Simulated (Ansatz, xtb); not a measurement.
# Two structures of BFH2Si

Structure I is a singlet given by its coordinates and structure II is `FB[SiH]`, a singlet. Both are isolated molecules in the gas phase, relaxed with B3LYP/6-31G*; the shapes shown needn't be the lowest conformers.

I (Å):

| atom | x (Å) | y (Å) | z (Å) |
| --- | --- | --- | --- |
| B | -2.1713 | 1.0236 | -0.2920 |
| F | -2.9725 | 1.9702 | -0.5825 |
| Si | -1.0097 | -0.1777 | 0.6830 |
| H | -1.6733 | -1.4300 | 0.1614 |
| H | 0.1486 | -0.0214 | -0.2733 |

Close contacts (Å): B1–F2 1.27, B1–Si3 1.93, Si3–H4 1.51, Si3–H5 1.51.

II (Å):

| atom | x (Å) | y (Å) | z (Å) |
| --- | --- | --- | --- |
| B | -2.0841 | 0.5223 | 0.0383 |
| F | -3.0125 | 0.4720 | -0.9175 |
| Si | -0.0923 | 0.7833 | -0.3038 |
| H | -2.4797 | 0.4356 | 1.1785 |
| H | 0.0562 | -0.7431 | -0.2656 |

Quicker runs give these differences E(II) − E(I): GFN2-xTB −0.744 eV; HF/STO-3G −0.858 eV (at GFN2-xTB geometries); r2SCAN-D4/def2-SVP +0.112 eV (at GFN2-xTB geometries).

Which of the two would you expect CCSD(T)/def2-TZVPP electronic energies to favour?

Too close to call at this level: CCSD(T)/def2-TZVPP gives E(II) − E(I) = −0.016 eV.

The same difference at several levels:

```json
{"level": "GFN2-xTB", "geometry": "GFN2-xTB", "E(II) − E(I) (eV)": "−0.744", "departure from the last row (eV)": "−0.728", "job, with rough time for the two": "optimisation, 0.24 s"}
{"level": "HF/STO-3G", "geometry": "GFN2-xTB", "E(II) − E(I) (eV)": "−0.858", "departure from the last row (eV)": "−0.842", "job, with rough time for the two": "single point, 0.36 s"}
{"level": "r2SCAN-D4/def2-SVP", "geometry": "GFN2-xTB", "E(II) − E(I) (eV)": "+0.112", "departure from the last row (eV)": "+0.128", "job, with rough time for the two": "single point, 3.4 s"}
{"level": "B3LYP/6-31G*", "geometry": "B3LYP/6-31G*", "E(II) − E(I) (eV)": "−0.033", "departure from the last row (eV)": "−0.016", "job, with rough time for the two": "optimisation, 43 s"}
{"level": "HF/def2-TZVPP", "geometry": "B3LYP/6-31G*", "E(II) − E(I) (eV)": "−0.370", "departure from the last row (eV)": "−0.354", "job, with rough time for the two": "part of the CCSD(T) run"}
{"level": "MP2/def2-TZVPP", "geometry": "B3LYP/6-31G*", "E(II) − E(I) (eV)": "+0.001", "departure from the last row (eV)": "+0.017", "job, with rough time for the two": "part of the CCSD(T) run"}
{"level": "CCSD(T)/def2-TZVPP", "geometry": "B3LYP/6-31G*", "E(II) − E(I) (eV)": "−0.016", "departure from the last row (eV)": "", "job, with rough time for the two": "single point, 29 s"}
```

The largest departure from CCSD(T)/def2-TZVPP is that of HF/STO-3G, 0.842 eV.

With harmonic frequencies from B3LYP/6-31G* (ideal gas, rigid rotor, one conformer each, 298.15 K, 1 atm): on the last row, ΔE + ΔZPE = +0.012, ΔH = +0.010, ΔG = +0.006 eV.

The T1 diagnostic of structure I is large, so the coupled-cluster value is less sure. The correlated steps freeze 7 core orbitals. Mirror images aren't counted in ΔG. Programs: Ansatz 0.2.0, xtb 6.7.1; the last row on 1 thread of Intel(R) Xeon(R) Platinum 8259CL CPU @ 2.50GHz (Skylake/Cascade Lake) on a shared host.
